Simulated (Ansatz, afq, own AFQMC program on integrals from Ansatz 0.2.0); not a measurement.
# Atomization energy of GeH3F, singlet

```xyz
5

Ge   -0.3359   -0.0024    0.0015
F     1.4060    0.0101   -0.0065
H    -0.7753    1.4665    0.0045
H    -0.7537   -0.7422    1.2778
H    -0.7654   -0.7406   -1.2717
```

Connectivity, by distances: GeH3–F.

Atoms in their ground-state spins without spin–orbit coupling (mostly on UHF) minus the molecule (RHF), without zero-point energy. The geometry is a stationary point, not shown to be a minimum.

Basis cc-pVDZ. Noble-gas cores (and the filled d shells of Ga–Kr and In–Xe) are frozen. Integrals, coupled cluster, full CI and functionals: Ansatz 0.2.0; the random walks run on the same integrals in our own AFQMC program. ph-AFQMC/CISD is guided by a CISD state made of CCSD amplitudes; releasing the constraint for a short imaginary time cuts its bias at the price of noise, slowly where states lie close. Free AFQMC starts from the CCSD state and is never constrained. Its projection time is finite, and what remains of the start isn't in its error. Error bars are statistical, one sigma. No spin–orbit coupling. The errors of all members are added in quadrature.

No full CI on the walks' own integrals is used here. The released AFQMC energy serves as the reference, which it does only where one determinant dominates, the energy is flat over the last release times and near the phaseless one (40 meV or 2 meV an electron, half that with transition metals). On small molecules, where full CI could be run and the noise was under 10 meV, such values lay within 10 meV of it in 19 cases of 20, a flattering rate, since the rule was set on those same cases; what remains of the bias isn't in the error bar. Each member takes its own surest rung, up to full CI.

The best estimate is CCSD(T) at the basis-set limit (CBS: def2-TZVPP and def2-QZVPP, with their diffuse functions for anions and beside diffuse sets, CCSD(T) itself extrapolated) plus the step from CCSD(T) to AFQMC with the constraint released in cc-pVDZ. Rows without CBS are in cc-pVDZ; B2PLYP and the wave-function rows carry a basis error of their own. Core correlation and relativity beyond core potentials are missing, and ± holds the sampling alone.

Cautions: inner d shell frozen; no relativity below Rb; no spin-orbit coupling; GeH₃F (singlet): the released value is read at 2.40 1/Eh with a noise of 17 meV, more than in the cases checked (meV from the phaseless value at times in 1/Eh: -6 ± 12 at 0.24, 15 ± 10 at 0.51, -4 ± 10 at 0.99, -16 ± 16 at 1.62, -5 ± 17 at 2.40).

```tsv
level	atomization energy (kJ/mol)
MP2	1285.4
CCSD	1276.0
HF	993.6
```

Q: From these cheaper values, estimate the atomization energy at the level of the best estimate.

A: 1416.9 ± 1.6 kJ/mol (best estimate, highest rung released AFQMC).

```json
{"level": "CCSD(T)", "atomization energy (kJ/mol)": "1284.8", "error against the best estimate (kJ/mol)": "-132.1 ± 1.6"}
{"level": "ph-AFQMC/CISD", "atomization energy (kJ/mol)": "1286.7 ± 1.3", "error against the best estimate (kJ/mol)": "-130.2 ± 2.1"}
{"level": "released AFQMC", "atomization energy (kJ/mol)": "1286.6 ± 1.6", "error against the best estimate (kJ/mol)": "-130.3"}
{"level": "free AFQMC", "atomization energy (kJ/mol)": "1287.6 ± 2.7", "error against the best estimate (kJ/mol)": "-129.3 ± 3.2"}
{"level": "HF/CBS", "atomization energy (kJ/mol)": "1035.0", "error against the best estimate (kJ/mol)": "-381.9 ± 1.6"}
{"level": "MP2/CBS", "atomization energy (kJ/mol)": "1420.8", "error against the best estimate (kJ/mol)": "3.9 ± 1.6"}
{"level": "CCSD(T)/CBS", "atomization energy (kJ/mol)": "1415.2", "error against the best estimate (kJ/mol)": "-1.7 ± 1.6"}
```

Correlation beyond CCSD(T) changes it by less than twice the noise. Going to the basis-set limit adds 130.4 kJ/mol at CCSD(T). The perturbative (T) step is worth +8.8 kJ/mol.

Best estimates are given only where the step beyond CCSD(T) is under 0.3 eV and no member's determinant is very poor (T1 over 0.05, or 0.07 for open shells, ⟨S²⟩ too high by 0.3, two states mixed), so the hardest cases are missing from such tables.

Free projections are given only where their last times agree within the noise and don't stop above the reference; a slow remainder of the start can still hide under it. Each member of a difference takes its own highest rung, so a best estimate needn't equal the limit plus the step of one row. A walk keeps the symmetry of its determinant, which the program's search chose and which needn't be the lowest solution, so a lower state of the same spin and another symmetry isn't excluded. Released energies are given only where the last usable release times agree within the noise; a slower fall can still hide under it.
